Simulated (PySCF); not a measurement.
**Static response to an electric field**

Species: water, H2O.
Numbering: `[OH2:1]` (hydrogens: H2, H3 on O1)

Geometry (GFN2-xTB, Å), atoms numbered from 1 in this order:
```
atom  x, y, z in Å
O1     0.004    0.379   -0.003
H2    -0.769   -0.190   -0.011
H3     0.776   -0.192    0.001
```

Level: CAM-B3LYP/def2-SVPD (PySCF), static field, nuclei fixed, core orbitals frozen in the response. The polarisability tensor in these axes (au):

```
x   10.04  0.00  0.01
y    0.00  9.40  0.00
z    0.01  0.00  9.08
```

Diagonalise the tensor; give its mean and Δα, where Δα² is half the sum of the squared differences of the eigenvalues.

Principal values 9.08, 9.40 and 10.04 au; mean 9.51 au = 1.41 Å³ = 1.57 × 10⁻⁴⁰ C²·m²/J; Δα = 0.84 au (9 % of the mean).

What is the dipole moment, and where does it point?

(0.00, -1.89, -0.01) D, 1.89 D in size, pointing from the negative to the positive side. Measured along this direction, the outermost atoms are O1 at the negative end and H3 and H2 at the positive end.

Rayleigh depolarisation ratio (linearly polarised light, static tensor)?

ρ = 3Δα²/(45ᾱ² + 4Δα²) = 2.1/(4068 + 2.9) = 0.000525.

In TDDFT the mean static polarisability is Σ f/ω² over all singlet excitations (ω in hartree). How much of it do the 8 lowest give? Their energies (eV) and oscillator strengths: 7.54, 0.0531; 9.35, 0.0000; 9.53, 0.0954; 10.82, 0.0047; 11.26, 0.0013; 11.37, 0.0132; 11.93, 0.0000; 12.55, 0.0409.

They add up to 1.77 au, 18.7 % of the 9.51 au; the largest single term is 0.78 au, from the state at 9.53 eV. Terms in order: 0.69, 0.00, 0.78, 0.03, 0.01, 0.08, 0.00, 0.19 au. Higher excitations give the rest. The strengths listed sum to 0.209.

Orientational against electronic polarisability at 400 K (dilute gas, rigid molecules)?

In Gaussian units μ²/3kT = 21.50 Å³ against 1.41 Å³, a ratio of 15.26; the Debye molar polarisation (4π/3)N_A(α + μ²/3kT) is 57.8 cm³/mol, leaving out the vibrational part.

Geometry: GFN2-xTB; no solvent, vibrations or thermal averaging.
